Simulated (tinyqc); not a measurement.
RKS/exchange-only LDA in the sto-3g basis, for H2O, spin multiplicity 1, step by step (part 1 of 2). Computed by tinyqc, a small Python program that keeps every step (integrals from PySCF). Settings: charge = 0, multiplicity = 1, basis = sto-3g, energy threshold = 1e-09, iteration cap = 57, orthogonalisation = symmetric, start = core, DIIS depth = 3, method = RKS, functional = Slater exchange alone, grid = [40, 50]. Command: `OMP_NUM_THREADS=1 python tinyqc.py 20198 20199 out.jsonl` (the two numbers bound the seeds that draw the settings). One thread of a shared host (Intel(R) Xeon(R) Processor @ 2.60GHz), about 0.5 s of CPU time with the checks. Later iterations appear only in the table of the cycle.

## One-electron integrals

Geometry (angstrom):
```
atom,x,y,z
O,0.000000,0.000000,0.000000
H,0.000000,1.003000,0.612000
H,0.000000,-1.003000,0.612000
```

Basis sto-3g: exponents (1/bohr^2) and contraction coefficients of normalised primitives:
```
element,l (shell),exponent,coefficient
O,s (1),130.709320,0.154329
O,s (1),23.808861,0.535328
O,s (1),6.443608,0.444635
O,s (2),5.033151,-0.099967
O,s (2),1.169596,0.399513
O,s (2),0.380389,0.700115
O,p (3),5.033151,0.155916
O,p (3),1.169596,0.607684
O,p (3),0.380389,0.391957
H,s (1),3.425251,0.154329
H,s (1),0.623914,0.535328
H,s (1),0.168855,0.444635
```

Overlap, kinetic and nuclear-attraction integrals over the contracted functions; the nuclear repulsion is the sum of Za Zb / Rab.

nuclear repulsion = 7.46980245 hartree

overlap S, lower triangle:
```
,1O 1s,1O 2s,1O 2px,1O 2py,1O 2pz,2H 1s,3H 1s
1O 1s,1.000000
1O 2s,0.236704,1.000000
1O 2px,0.000000,0.000000,1.000000
1O 2py,0.000000,0.000000,0.000000,1.000000
1O 2pz,0.000000,0.000000,0.000000,0.000000,1.000000
2H 1s,0.032157,0.344012,0.000000,0.266227,0.162443,1.000000
3H 1s,0.032157,0.344012,0.000000,-0.266227,0.162443,0.118047,1.000000
```

kinetic energy T (hartree), lower triangle:
```
,1O 1s,1O 2s,1O 2px,1O 2py,1O 2pz,2H 1s,3H 1s
1O 1s,29.003200
1O 2s,-0.168011,0.808128
1O 2px,0.000000,0.000000,2.528731
1O 2py,0.000000,0.000000,0.000000,2.528731
1O 2pz,0.000000,0.000000,0.000000,0.000000,2.528731
2H 1s,-0.008917,0.047663,0.000000,0.124207,0.075787,0.760032
3H 1s,-0.008917,0.047663,0.000000,-0.124207,0.075787,-0.010180,0.760032
```

nuclear attraction V (hartree), lower triangle:
```
,1O 1s,1O 2s,1O 2px,1O 2py,1O 2pz,2H 1s,3H 1s
1O 1s,-61.519206
1O 2s,-7.396291,-9.949910
1O 2px,0.000000,0.000000,-9.826136
1O 2py,0.000000,0.000000,0.000000,-9.936901
1O 2pz,-0.010732,-0.132680,0.000000,0.000000,-9.867375
2H 1s,-1.027614,-2.574698,0.000000,-1.747839,-1.095286,-5.037811
3H 1s,-1.027614,-2.574698,0.000000,1.747839,-1.095286,-0.683434,-5.037811
```

core Hamiltonian H = T + V (hartree), lower triangle:
```
,1O 1s,1O 2s,1O 2px,1O 2py,1O 2pz,2H 1s,3H 1s
1O 1s,-32.516006
1O 2s,-7.564302,-9.141782
1O 2px,0.000000,0.000000,-7.297405
1O 2py,0.000000,0.000000,0.000000,-7.408170
1O 2pz,-0.010732,-0.132680,0.000000,0.000000,-7.338644
2H 1s,-1.036532,-2.527035,0.000000,-1.623632,-1.019499,-4.277780
3H 1s,-1.036532,-2.527035,0.000000,1.623632,-1.019499,-0.693614,-4.277780
```

## Two-electron integrals

Functions are numbered as in S; the eight-fold symmetry (ij|kl) = (ji|kl) = (kl|ij) leaves the list below.

Two-electron integrals (ij|kl) in chemists' order, unique and non-zero (hartree):
```
i,j,k,l,(ij|kl)
1,1,1,1,4.785065
2,1,1,1,0.741380
2,1,2,1,0.136873
2,2,1,1,1.118947
2,2,2,1,0.256633
2,2,2,2,0.817206
3,1,3,1,0.024477
3,2,3,1,0.037809
3,2,3,2,0.180518
3,3,1,1,1.115814
3,3,2,1,0.256684
3,3,2,2,0.817023
3,3,3,3,0.880159
4,1,4,1,0.024477
4,2,4,1,0.037809
4,2,4,2,0.180518
4,3,4,3,0.047444
4,4,1,1,1.115814
4,4,2,1,0.256684
4,4,2,2,0.817023
4,4,3,3,0.785270
4,4,4,4,0.880159
5,1,5,1,0.024477
5,2,5,1,0.037809
5,2,5,2,0.180518
5,3,5,3,0.047444
5,4,5,4,0.047444
5,5,1,1,1.115814
5,5,2,1,0.256684
5,5,2,2,0.817023
5,5,3,3,0.785270
5,5,4,4,0.785270
5,5,5,5,0.880159
6,1,1,1,0.101846
6,1,2,1,0.018663
6,1,2,2,0.034835
6,1,3,3,0.034767
6,1,4,1,0.000722
6,1,4,2,0.001364
6,1,4,4,0.034919
6,1,5,1,0.000440
6,1,5,2,0.000832
6,1,5,4,0.000093
6,1,5,5,0.034824
6,1,6,1,0.002577
6,2,1,1,0.272963
6,2,2,1,0.063501
6,2,2,2,0.227020
6,2,3,3,0.222986
6,2,4,1,0.004066
6,2,4,2,0.032404
6,2,4,4,0.231640
6,2,5,1,0.002481
6,2,5,2,0.019772
6,2,5,4,0.005280
6,2,5,5,0.226208
6,2,6,1,0.008845
6,2,6,2,0.081217
6,3,3,1,0.006330
6,3,3,2,0.037979
6,3,4,3,0.006552
6,3,5,3,0.003998
6,3,6,3,0.010988
6,4,1,1,0.176993
6,4,2,1,0.041675
6,4,2,2,0.159081
6,4,3,3,0.152042
6,4,4,1,0.008649
6,4,4,2,0.059217
6,4,4,4,0.170852
6,4,5,1,0.001415
6,4,5,2,0.012959
6,4,5,4,0.007480
6,4,5,5,0.154166
6,4,6,1,0.006034
6,4,6,2,0.069209
6,4,6,4,0.069303
6,5,1,1,0.107996
6,5,2,1,0.025429
6,5,2,2,0.097067
6,5,3,3,0.092771
6,5,4,1,0.001415
6,5,4,2,0.012959
6,5,4,4,0.096253
6,5,5,1,0.007193
6,5,5,2,0.045886
6,5,5,4,0.008676
6,5,5,5,0.102063
6,5,6,1,0.003682
6,5,6,2,0.042229
6,5,6,4,0.035582
6,5,6,5,0.032699
6,6,1,1,0.443176
6,6,2,1,0.104741
6,6,2,2,0.431430
6,6,3,3,0.414980
6,6,4,1,0.007936
6,6,4,2,0.089253
6,6,4,4,0.450562
6,6,5,1,0.004842
6,6,5,2,0.054459
6,6,5,4,0.021711
6,6,5,5,0.428228
6,6,6,1,0.014679
6,6,6,2,0.203251
6,6,6,4,0.197724
6,6,6,5,0.120645
6,6,6,6,0.774606
7,1,1,1,0.101846
7,1,2,1,0.018663
7,1,2,2,0.034835
7,1,3,3,0.034767
7,1,4,1,-0.000722
7,1,4,2,-0.001364
7,1,4,4,0.034919
7,1,5,1,0.000440
7,1,5,2,0.000832
7,1,5,4,-0.000093
7,1,5,5,0.034824
7,1,6,1,0.002532
7,1,6,2,0.008524
7,1,6,4,0.005371
7,1,6,5,0.003553
7,1,6,6,0.014029
7,1,7,1,0.002577
7,2,1,1,0.272963
7,2,2,1,0.063501
7,2,2,2,0.227020
7,2,3,3,0.222986
7,2,4,1,-0.004066
7,2,4,2,-0.032404
7,2,4,4,0.231640
7,2,5,1,0.002481
7,2,5,2,0.019772
7,2,5,4,-0.005280
7,2,5,5,0.226208
7,2,6,1,0.008524
7,2,6,2,0.062065
7,2,6,4,0.037217
7,2,6,5,0.031239
7,2,6,6,0.122279
7,2,7,1,0.008845
7,2,7,2,0.081217
7,3,3,1,0.006330
7,3,3,2,0.037979
7,3,4,3,-0.006552
7,3,5,3,0.003998
7,3,6,3,0.008003
7,3,7,3,0.010988
7,4,1,1,-0.176993
7,4,2,1,-0.041675
7,4,2,2,-0.159081
7,4,3,3,-0.152042
7,4,4,1,0.008649
7,4,4,2,0.059217
7,4,4,4,-0.170852
7,4,5,1,-0.001415
7,4,5,2,-0.012959
7,4,5,4,0.007480
7,4,5,5,-0.154166
7,4,6,1,-0.005371
7,4,6,2,-0.037217
7,4,6,4,-0.014878
7,4,6,5,-0.018405
7,4,6,6,-0.068485
7,4,7,1,-0.006034
7,4,7,2,-0.069209
7,4,7,4,0.069303
7,5,1,1,0.107996
7,5,2,1,0.025429
7,5,2,2,0.097067
7,5,3,3,0.092771
7,5,4,1,-0.001415
7,5,4,2,-0.012959
7,5,4,4,0.096253
7,5,5,1,0.007193
7,5,5,2,0.045886
7,5,5,4,-0.008676
7,5,5,5,0.102063
7,5,6,1,0.003553
7,5,6,2,0.031239
7,5,6,4,0.018405
7,5,6,5,0.023494
7,5,6,6,0.066644
7,5,7,1,0.003682
7,5,7,2,0.042229
7,5,7,4,-0.035582
7,5,7,5,0.032699
7,6,1,1,0.069043
7,6,2,1,0.016197
7,6,2,2,0.062536
7,6,3,3,0.061229
7,6,4,4,0.062706
7,6,5,1,0.001013
7,6,5,2,0.009546
7,6,5,5,0.063605
7,6,6,1,0.002224
7,6,6,2,0.021552
7,6,6,4,0.016103
7,6,6,5,0.012643
7,6,6,6,0.055215
7,6,7,1,0.002224
7,6,7,2,0.021552
7,6,7,4,-0.016103
7,6,7,5,0.012643
7,6,7,6,0.007178
7,7,1,1,0.443176
7,7,2,1,0.104741
7,7,2,2,0.431430
7,7,3,3,0.414980
7,7,4,1,-0.007936
7,7,4,2,-0.089253
7,7,4,4,0.450562
7,7,5,1,0.004842
7,7,5,2,0.054459
7,7,5,4,-0.021711
7,7,5,5,0.428228
7,7,6,1,0.014029
7,7,6,2,0.122279
7,7,6,4,0.068485
7,7,6,5,0.066644
7,7,6,6,0.262926
7,7,7,1,0.014679
7,7,7,2,0.203251
7,7,7,4,-0.197724
7,7,7,5,0.120645
7,7,7,6,0.055215
7,7,7,7,0.774606
```

## Orthogonalisation

S = U s U^T; symmetric (Loewdin) form X = U s^(-1/2) U^T, so that X^T S X = 1.

eigenvalues of S: 0.482350  0.559876  0.898540  1.000000  1.086533  1.322076  1.650625

X, lower triangle:
```
,1O 1s,1O 2s,1O 2px,1O 2py,1O 2pz,2H 1s,3H 1s
1O 1s,1.023374
1O 2s,-0.134263,1.127607
1O 2px,0.000000,0.000000,1.000000
1O 2py,0.000000,0.000000,0.000000,1.066935
1O 2pz,-0.005313,0.048722,0.000000,0.000000,1.022462
2H 1s,0.017649,-0.194823,0.000000,-0.163030,-0.090168,1.099145
3H 1s,0.017649,-0.194823,0.000000,0.163030,-0.090168,-0.040079,1.099145
```

## Starting guess

The start is the orbitals of the core Hamiltonian; D = 2 C_occ C_occ^T.

D at the start, lower triangle:
```
,1O 1s,1O 2s,1O 2px,1O 2py,1O 2pz,2H 1s,3H 1s
1O 1s,2.128070
1O 2s,-0.556656,2.415530
1O 2px,0.000000,0.000000,2.000000
1O 2py,0.000000,0.000000,0.000000,2.233052
1O 2pz,-0.027276,0.154726,0.000000,0.000000,2.078205
2H 1s,0.059193,-0.251134,0.000000,-0.274904,-0.151761,0.068854
3H 1s,0.059193,-0.251134,0.000000,0.274904,-0.151761,0.001168,0.068854
```

## Iteration 1: exchange-correlation on the grid

Becke grid with 40 radial and 50 angular points per atom, points of zero weight dropped. rho = sum D_ij phi_i phi_j; V_xc,ij = sum w v_xc phi_i phi_j; v_xc is d(rho eps)/d rho.

The 16 grid points with the largest w rho, of 5984 (bohr, atomic units):
```
x,y,z,w,rho,eps_xc,v_xc
-0.798597,0.000000,0.798597,0.059449,0.419134,-0.552717,-0.736956
0.798597,0.000000,0.798597,0.059449,0.419134,-0.552717,-0.736956
-0.687587,0.000000,0.687587,0.039791,0.622228,-0.630524,-0.840698
0.687587,0.000000,0.687587,0.039791,0.622228,-0.630524,-0.840698
0.000000,0.798597,-0.798597,0.059723,0.414475,-0.550661,-0.734215
0.000000,-0.798597,-0.798597,0.059723,0.414475,-0.550661,-0.734215
0.000000,0.687587,-0.687587,0.039867,0.611116,-0.626748,-0.835664
0.000000,-0.687587,-0.687587,0.039867,0.611116,-0.626748,-0.835664
0.687587,-0.687587,0.000000,0.039422,0.613831,-0.627675,-0.836899
-0.687587,0.687587,0.000000,0.039422,0.613831,-0.627675,-0.836899
-0.687587,-0.687587,0.000000,0.039422,0.613831,-0.627675,-0.836899
0.687587,0.687587,0.000000,0.039422,0.613831,-0.627675,-0.836899
0.798597,0.000000,-0.798597,0.059858,0.402490,-0.545302,-0.727069
-0.798597,0.000000,-0.798597,0.059858,0.402490,-0.545302,-0.727069
-0.798597,0.798597,0.000000,0.058054,0.412828,-0.549931,-0.733241
0.798597,-0.798597,0.000000,0.058054,0.412828,-0.549931,-0.733241
```

electrons on the grid, sum of w rho = 9.999605

E_xc = sum of w rho eps_xc = -8.98370430 hartree

V_xc (hartree), lower triangle:
```
,1O 1s,1O 2s,1O 2px,1O 2py,1O 2pz,2H 1s,3H 1s
1O 1s,-2.835294
1O 2s,-0.409241,-0.771357
1O 2px,0.000000,0.000000,-0.767876
1O 2py,0.000000,0.000000,0.000000,-0.765678
1O 2pz,-0.000700,-0.000025,0.000000,0.000000,-0.766622
2H 1s,-0.056557,-0.178083,0.000000,-0.109602,-0.066558,-0.178328
3H 1s,-0.056557,-0.178083,0.000000,0.109602,-0.066558,-0.038834,-0.178328
```

## Iteration 1: building the Kohn-Sham matrix

J_ij = sum D_kl (ij|kl); F = H + J + V_xc; E = tr D H + tr D J / 2 + E_xc + E_nn.

Coulomb J (hartree), lower triangle:
```
,1O 1s,1O 2s,1O 2px,1O 2py,1O 2pz,2H 1s,3H 1s
1O 1s,18.653527
1O 2s,3.559060,8.831814
1O 2px,0.000000,0.000000,8.826143
1O 2py,0.000000,0.000000,0.000000,8.821706
1O 2pz,0.002723,-0.000449,0.000000,0.000000,8.824194
2H 1s,0.485617,2.369630,0.000000,1.628043,0.992519,4.319510
3H 1s,0.485617,2.369630,0.000000,-1.628043,0.992519,0.638637,4.319510
```

Kohn-Sham matrix F (hartree), lower triangle:
```
,1O 1s,1O 2s,1O 2px,1O 2py,1O 2pz,2H 1s,3H 1s
1O 1s,-16.697772
1O 2s,-4.414482,-1.081324
1O 2px,0.000000,0.000000,0.760862
1O 2py,0.000000,0.000000,0.000000,0.647858
1O 2pz,-0.008709,-0.133154,0.000000,0.000000,0.718928
2H 1s,-0.607472,-0.335488,0.000000,-0.105191,-0.093538,-0.136597
3H 1s,-0.607472,-0.335488,0.000000,0.105191,-0.093538,-0.093812,-0.136597
```

total energy of this density = -72.34616505 hartree

## Iteration 1: diagonalisation and new density

Diagonalise F' = X^T F X, C = X C', fill 5 alpha and 5 beta electrons from the bottom; D = 2 C_occ C_occ^T. Each column has its largest component positive (the first on a tie).

F' = X^T F X (hartree), lower triangle:
```
,1,2,3,4,5,6,7
1,-16.334748
2,-2.499247,-0.134740
3,0.000000,0.000000,0.760862
4,0.000000,0.000000,0.000000,0.808403
5,-0.019309,-0.044199,0.000000,0.000000,0.773143
6,-0.052098,-0.210803,0.000000,-0.238192,-0.140421,0.018220
7,-0.052098,-0.210803,0.000000,0.238192,-0.140421,-0.038837,0.018220
```

orbital energies (hartree): MO1 -16.712420, MO2 -0.237090, MO3 -0.071850, MO4 0.411158, MO5 0.760862, MO6 0.821389, MO7 0.937309

coefficients C:
```
,MO1,MO2,MO3,MO4,MO5,MO6,MO7
1O 1s,0.992028,-0.132475,0.000000,-0.252246,0.000000,-0.025968,0.000000
1O 2s,0.033615,0.359402,0.000000,1.098703,0.000000,0.174245,0.000000
1O 2px,0.000000,0.000000,0.000000,0.000000,1.000000,0.000000,0.000000
1O 2py,0.000000,0.000000,0.165995,0.000000,0.000000,0.000000,1.078866
1O 2pz,0.002701,0.107695,0.000000,-0.069663,0.000000,1.023540,0.000000
2H 1s,-0.006479,0.511199,0.694079,-0.516255,0.000000,-0.281645,-0.440168
3H 1s,-0.006479,0.511199,-0.694079,-0.516255,0.000000,-0.281645,0.440168
```

D after iteration 1, lower triangle:
```
,1O 1s,1O 2s,1O 2px,1O 2py,1O 2pz,2H 1s,3H 1s
1O 1s,2.130595
1O 2s,-0.582816,2.674897
1O 2px,0.000000,0.000000,2.000000
1O 2py,0.000000,0.000000,0.000000,0.055109
1O 2pz,0.011970,-0.075486,0.000000,0.000000,0.032917
2H 1s,0.112150,-0.767406,0.000000,0.230427,0.182000,2.019261
3H 1s,0.112150,-0.767406,0.000000,-0.230427,0.182000,0.092279,2.019261
```

## Iteration 2: exchange-correlation on the grid

As before.

The 16 grid points with the largest w rho, of 5984 (bohr, atomic units):
```
x,y,z,w,rho,eps_xc,v_xc
-1.021569,-0.340523,-0.340523,0.053458,0.361541,-0.526144,-0.701525
1.021569,0.340523,-0.340523,0.053458,0.361541,-0.526144,-0.701525
-1.021569,0.340523,-0.340523,0.053458,0.361541,-0.526144,-0.701525
1.021569,-0.340523,-0.340523,0.053458,0.361541,-0.526144,-0.701525
-0.879565,-0.293188,-0.293188,0.035650,0.535675,-0.599817,-0.799756
0.879565,0.293188,-0.293188,0.035650,0.535675,-0.599817,-0.799756
-0.879565,0.293188,-0.293188,0.035650,0.535675,-0.599817,-0.799756
0.879565,-0.293188,-0.293188,0.035650,0.535675,-0.599817,-0.799756
1.021569,0.340523,0.340523,0.053119,0.356233,-0.523556,-0.698075
-1.021569,-0.340523,0.340523,0.053119,0.356233,-0.523556,-0.698075
1.021569,-0.340523,0.340523,0.053119,0.356233,-0.523556,-0.698075
-1.021569,0.340523,0.340523,0.053119,0.356233,-0.523556,-0.698075
0.879565,0.293188,0.293188,0.035560,0.526614,-0.596416,-0.795221
0.879565,-0.293188,0.293188,0.035560,0.526614,-0.596416,-0.795221
-0.879565,-0.293188,0.293188,0.035560,0.526614,-0.596416,-0.795221
-0.879565,0.293188,0.293188,0.035560,0.526614,-0.596416,-0.795221
```

electrons on the grid, sum of w rho = 10.000728

E_xc = sum of w rho eps_xc = -7.67655662 hartree

V_xc (hartree), lower triangle:
```
,1O 1s,1O 2s,1O 2px,1O 2py,1O 2pz,2H 1s,3H 1s
1O 1s,-2.795794
1O 2s,-0.379801,-0.646467
1O 2px,0.000000,0.000000,-0.694640
1O 2py,0.000000,0.000000,0.000000,-0.623800
1O 2pz,0.000535,-0.010069,0.000000,0.000000,-0.605529
2H 1s,-0.052527,-0.181123,0.000000,-0.132607,-0.083183,-0.468162
3H 1s,-0.052527,-0.181123,0.000000,0.132607,-0.083183,-0.049160,-0.468162
```

## Iteration 2: building the Kohn-Sham matrix

As before.

Coulomb J (hartree), lower triangle:
```
,1O 1s,1O 2s,1O 2px,1O 2py,1O 2pz,2H 1s,3H 1s
1O 1s,15.905847
1O 2s,2.938827,7.266725
1O 2px,0.000000,0.000000,7.319039
1O 2py,0.000000,0.000000,0.000000,7.271837
1O 2pz,0.013742,0.180379,0.000000,0.000000,7.185181
2H 1s,0.401667,2.099149,0.000000,1.508877,0.962265,4.639861
3H 1s,0.401667,2.099149,0.000000,-1.508877,0.962265,0.605289,4.639861
```

Kohn-Sham matrix F (hartree), lower triangle:
```
,1O 1s,1O 2s,1O 2px,1O 2py,1O 2pz,2H 1s,3H 1s
1O 1s,-19.405954
1O 2s,-5.005276,-2.521524
1O 2px,0.000000,0.000000,-0.673006
1O 2py,0.000000,0.000000,0.000000,-0.760132
1O 2pz,0.003545,0.037630,0.000000,0.000000,-0.758992
2H 1s,-0.687391,-0.609008,0.000000,-0.247362,-0.140416,-0.106081
3H 1s,-0.687391,-0.609008,0.000000,0.247362,-0.140416,-0.137484,-0.106081
```

total energy of this density = -72.78312908 hartree

## Iteration 2: DIIS over 2 matrices

error matrix X^T (FDS - SDF) X:
```
,1,2,3,4,5,6,7
1,0.000000,-0.002814,0.000000,0.000000,-0.011782,0.005832,0.005832
2,0.002814,0.000000,0.000000,0.000000,-0.279415,0.024813,0.024813
3,0.000000,0.000000,0.000000,0.000000,0.000000,0.000000,0.000000
4,0.000000,0.000000,0.000000,0.000000,0.000000,-0.692440,0.692440
5,0.011782,0.279415,0.000000,0.000000,0.000000,-0.475144,-0.475144
6,-0.005832,-0.024813,0.000000,0.692440,0.475144,0.000000,0.000000
7,-0.005832,-0.024813,0.000000,-0.692440,0.475144,0.000000,0.000000
```

B (overlaps of the stored error matrices):
```
,1,2
1,2.2339220e+00,-1.9826321e+00
2,-1.9826321e+00,2.9799766e+00
```

Minimise |sum c_i e_i|^2 with sum c_i = 1: solve [B -1; -1 0][c; lambda] = [0; -1] with B_ij = tr e_i^T e_j, and take F = sum c_i F_i.

DIIS coefficients: 0.540638  0.459362

extrapolated F (hartree), lower triangle:
```
,1O 1s,1O 2s,1O 2px,1O 2py,1O 2pz,2H 1s,3H 1s
1O 1s,-17.941807
1O 2s,-4.685870,-1.742897
1O 2px,0.000000,0.000000,0.102198
1O 2py,0.000000,0.000000,0.000000,0.001081
1O 2pz,-0.003080,-0.054702,0.000000,0.000000,0.040029
2H 1s,-0.644184,-0.461132,0.000000,-0.170499,-0.115072,-0.122579
3H 1s,-0.644184,-0.461132,0.000000,0.170499,-0.115072,-0.113873,-0.122579
```

## Iteration 2: diagonalisation and new density

As before.

F' = X^T F X (hartree), lower triangle:
```
,1,2,3,4,5,6,7
1,-17.576391
2,-2.543543,-0.802317
3,0.000000,0.000000,0.102198
4,0.000000,0.000000,0.000000,0.119396
5,-0.020409,0.013536,0.000000,0.000000,0.079672
6,-0.057939,-0.235416,0.000000,-0.214872,-0.121482,0.072190
7,-0.057939,-0.235416,0.000000,0.214872,-0.121482,-0.043234,0.072190
```

orbital energies (hartree): MO1 -17.954559, MO2 -0.594389, MO3 -0.186471, MO4 -0.028808, MO5 0.102198, MO6 0.307677, MO7 0.421290

coefficients C:
```
,MO1,MO2,MO3,MO4,MO5,MO6,MO7
1O 1s,0.992718,-0.240149,0.000000,0.101943,0.000000,-0.111437,0.000000
1O 2s,0.030811,0.868709,0.000000,-0.487655,0.000000,0.611880,0.000000
1O 2px,0.000000,0.000000,0.000000,0.000000,1.000000,0.000000,0.000000
1O 2py,0.000000,0.000000,0.588406,0.000000,0.000000,0.000000,0.919394
1O 2pz,0.002078,0.083883,0.000000,0.747266,0.000000,0.706147,0.000000
2H 1s,-0.005826,0.173796,0.456568,0.352386,0.000000,-0.672900,-0.683403
3H 1s,-0.005826,0.173796,-0.456568,0.352386,0.000000,-0.672900,0.683403
```

D after iteration 2, lower triangle:
```
,1O 1s,1O 2s,1O 2px,1O 2py,1O 2pz,2H 1s,3H 1s
1O 1s,2.107107
1O 2s,-0.455493,1.986825
1O 2px,0.000000,0.000000,2.000000
1O 2py,0.000000,0.000000,0.000000,0.692443
1O 2pz,0.116194,-0.582947,0.000000,0.000000,1.130895
2H 1s,-0.023195,-0.042088,0.000000,0.537295,0.555785,0.725738
3H 1s,-0.023195,-0.042088,0.000000,-0.537295,0.555785,-0.108080,0.725738
```

## Iteration 9 (converged): orbitals

converged F (hartree), lower triangle:
```
,1O 1s,1O 2s,1O 2px,1O 2py,1O 2pz,2H 1s,3H 1s
1O 1s,-18.181298
1O 2s,-4.734849,-1.829768
1O 2px,0.000000,0.000000,0.016137
1O 2py,0.000000,0.000000,0.000000,-0.092988
1O 2pz,-0.017286,-0.106848,0.000000,0.000000,-0.040520
2H 1s,-0.651146,-0.486573,0.000000,-0.188982,-0.135205,-0.202729
3H 1s,-0.651146,-0.486573,0.000000,0.188982,-0.135205,-0.121000,-0.202729
```

As before.

F' = X^T F X (hartree), lower triangle:
```
,1,2,3,4,5,6,7
1,-17.815546
2,-2.553943,-0.892229
3,0.000000,0.000000,0.016137
4,0.000000,0.000000,0.000000,0.021290
5,-0.028113,-0.042493,0.000000,0.000000,-0.003326
6,-0.059278,-0.227067,0.000000,-0.208395,-0.118888,-0.011169
7,-0.059278,-0.227067,0.000000,0.208395,-0.118888,-0.040553,-0.011169
```

orbital energies (hartree): MO1 -18.193567, MO2 -0.684571, MO3 -0.269407, MO4 -0.081199, MO5 0.016137, MO6 0.196512, MO7 0.320080

coefficients C:
```
,MO1,MO2,MO3,MO4,MO5,MO6,MO7
1O 1s,0.992899,-0.238988,0.000000,0.113260,0.000000,-0.100896,0.000000
1O 2s,0.030115,0.869315,0.000000,-0.533253,0.000000,0.571695,0.000000
1O 2px,0.000000,0.000000,0.000000,0.000000,1.000000,0.000000,0.000000
1O 2py,0.000000,0.000000,0.597692,0.000000,0.000000,0.000000,0.913385
1O 2pz,0.002931,0.149872,0.000000,0.737342,0.000000,0.705655,0.000000
2H 1s,-0.005818,0.161899,0.449620,0.348372,0.000000,-0.677938,-0.687994
3H 1s,-0.005818,0.161899,-0.449620,0.348372,0.000000,-0.677938,0.687994
```

D after iteration 9, lower triangle:
```
,1O 1s,1O 2s,1O 2px,1O 2py,1O 2pz,2H 1s,3H 1s
1O 1s,2.111584
1O 2s,-0.476502,2.081949
1O 2px,0.000000,0.000000,2.000000
1O 2py,0.000000,0.000000,0.000000,0.714471
1O 2pz,0.101207,-0.525631,0.000000,0.000000,1.132286
2H 1s,-0.010025,-0.090408,0.000000,0.537468,0.562233,0.699533
3H 1s,-0.010025,-0.090408,0.000000,-0.537468,0.562233,-0.109100,0.699533
```

## Convergence

Stop when the energy changes by less than 1e-09 hartree and every element of the error matrix X^T (F D S - S D F) X is below 9e-06.

Course of the cycle:
```
iteration,E (hartree),change,largest element of the error matrix
1,-72.34616505,-,5.18e-01
2,-72.78312908,-4.37e-01,6.92e-01
3,-74.02935729,-1.25e+00,5.86e-02
4,-74.03014938,-7.92e-04,5.33e-02
5,-74.02918529,9.64e-04,5.86e-02
6,-74.03409005,-4.90e-03,2.79e-03
7,-74.03410315,-1.31e-05,2.08e-04
8,-74.03410320,-5.69e-08,2.14e-05
9,-74.03410320,-8.90e-10,9.92e-07
```

PySCF RKS in the same basis, fine grid = -74.03412757 hartree

Converged in 9 iterations. The coarse grid moves the energy by +2.44e-05 hartree.
